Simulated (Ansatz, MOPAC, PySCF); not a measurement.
Reaction (SMILES): CNC + H+ -> C[NH2+]C (at N, the best of the heteroatom sites tried; carbon was not tried)

Quantity: proton affinity (enthalpy at 298 K), in kcal/mol. Positive where the reaction releases energy. Set-up: valence correlation only; PM7 with its own dispersion and hydrogen-bond terms; LANL2DZ all-electron up to Ne; no dispersion term unless named; 6-311+G** with 5d; no spin-orbit coupling; non-relativistic; 6-31G* and kin with 6d, 5d where marked. Basis-set limits of correlation are two-point, X^-3; Hartree-Fock from the larger set. The bracket is a focal-point correction in the basis named. First-principles rows: single points at B3LYP-D3(BJ) geometries (Ansatz, an electronic-structure program), with unscaled harmonic terms from B3LYP/6-31G* at its own minima. Semi-empirical rows: MOPAC heats of formation at their own minima for 298 K, the proton's as measured.

Coupled cluster (Ansatz) is a level with limits of its own, used here on species with T1 under 0.025 (0.045 for open shells) and stable references: RI-MP2/CBS(cc-pVTZ,cc-pVQZ)+[CCSD(T)-MP2]/cc-pVTZ.

Value to compare with, RI-MP2/CBS(cc-pVTZ,cc-pVQZ)+[CCSD(T)-MP2]/cc-pVTZ (Ansatz): 222.6 kcal/mol.

```tsv
level	program	proton affinity (enthalpy at 298 K) (kcal/mol)	difference
AM1	MOPAC	210.9	-11.7
PM3	MOPAC	205.2	-17.4
PM7	MOPAC	216.8	-5.8
SVWN5/6-31G*	Ansatz	218.1	-4.5
PBE/3-21G	Ansatz	232.2	9.6
PBE/6-31G*	Ansatz	223.4	0.8
PBE/6-311+G**	Ansatz	220.0	-2.6
BP86/6-31G* (5d)	PySCF	223.8	1.2
B3LYP/3-21G	Ansatz	233.3	10.7
B3LYP/LANL2DZ	Ansatz	228.2	5.6
B3LYP/6-31G	Ansatz	228.8	6.2
B3LYP/6-31G*	Ansatz	224.5	1.9
B3LYP/6-31G**	Ansatz	226.1	3.5
PBE0/6-31G*	Ansatz	224.3	1.7
PBE/def2-TZVPD	Ansatz	219.5	-3.1
r2SCAN-D4/def2-TZVPD	Ansatz + dftd4	221.6	-1.0
B2PLYP-D3(BJ)/def2-TZVPD	Ansatz + dftd3	221.2	-1.4
```

Among the 14 habitual levels, PM3 lies farthest from RI-MP2/CBS(cc-pVTZ,cc-pVQZ)+[CCSD(T)-MP2]/cc-pVTZ (Ansatz) (-17.4 kcal/mol); 9 of 14 lie above it, and their mean absolute difference is 5.9 kcal/mol, the median 5.0. One case shows no general order.

The levels are drawn from those run, B3LYP/6-31G* more often than the rest, none by its result; runs whose electronic state is in doubt are left out.
